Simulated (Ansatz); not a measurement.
Si$_{2}$H$_{3}$F (SMILES F[SiH]=[SiH2]), singlet: a single point displaced at random from a GFN2-xTB minimum.

Input (in.yaml):

```yaml
crystal:
  periodic: [false, false, false]
  atoms:
    - {symbol: F, position_ang: [-1.563100, -1.352500, 0.670600]}
    - {symbol: Si, position_ang: [-0.115300, -1.066000, 0.082800]}
    - {symbol: Si, position_ang: [0.172700, 1.134400, -0.185700]}
    - {symbol: H, position_ang: [-0.027700, -2.182700, -0.841200]}
    - {symbol: H, position_ang: [1.500500, 1.451200, -0.730400]}
    - {symbol: H, position_ang: [0.044900, 1.931600, 1.012500]}
basis:
  gaussian: {orbitals: def2-TZVPP}
hamiltonian: {xc: pbe, dispersion: d4}
output: {forces: true}
```

An equivalent command:

```bash
ansatz run in.yaml --threads 4 --pin off --events-out ev --progress --plain
```

What Ansatz 0.2.0 printed:

```
Functional definition: PBE
  name "PBE"
  cite "Perdew, Burke & Ernzerhof, Phys. Rev. Lett. 77, 3865 (1996) doi:10.1103/PhysRevLett.77.3865"
  parent pbe
  parameter kappa = 0.804
  parameter beta = 0.06672455060314922
  exchange = pbe_x(kappa = kappa, mu = beta*pi^2/3)
  correlation = pbe_c(beta = beta)
909 factors; their error is unknown
mean field evaluation 1: about -18508.7302 eV, gradient 3.7e1 eV
mean field evaluation 2: about -18501.5306 eV, gradient 7.5e1 eV
mean field evaluation 4: about -18510.8444 eV, gradient 1.1e1 eV
mean field evaluation 8: about -18511.4187 eV, gradient 1.3e-1 eV
mean field evaluation 16: about -18511.3859 eV, gradient 1.8e-4 eV
mean field -18511.38586669 eV, -680.2808831328 hartree, gradient 1.8e-5 eV, S^2 0.000000; 0 other end points of the search recorded, 0 dependent functions left out
the calculation of the forces begins
reference -18511.38590460 eV, -680.2808845261 hartree; 20, 20 occupied and 137, 137 virtual orbitals, 909 factors
Total energy: -18511.50979185 eV, -680.2854372986 hartree
Atom 0 at    -1.563100    -1.352500     0.670600 Å, force    -1.110852    -0.309964     0.895389 eV/Å
Atom 1 at    -0.115300    -1.066000     0.082800 Å, force     0.383769     1.042531     0.122762 eV/Å
Atom 2 at     0.172700     1.134400    -0.185700 Å, force    -0.058041    -0.668438    -0.957614 eV/Å
Atom 3 at    -0.027700    -2.182700    -0.841200 Å, force     0.479295    -0.484920    -0.795689 eV/Å
Atom 4 at     1.500500     1.451200    -0.730400 Å, force     0.577007     0.009405    -0.190650 eV/Å
Atom 5 at     0.044900     1.931600     1.012500 Å, force    -0.271178     0.411386     0.925802 eV/Å
Dipole moment:     0.177062    -0.047093    -0.056887 e Å
```

The lines “mean field evaluation” count trial sets of orbitals through the whole run, from several starts and some on an approximate energy, so they need not fall steadily or lie above the final value.

The run took about 0.85 s on 4 CPU threads (shared host).
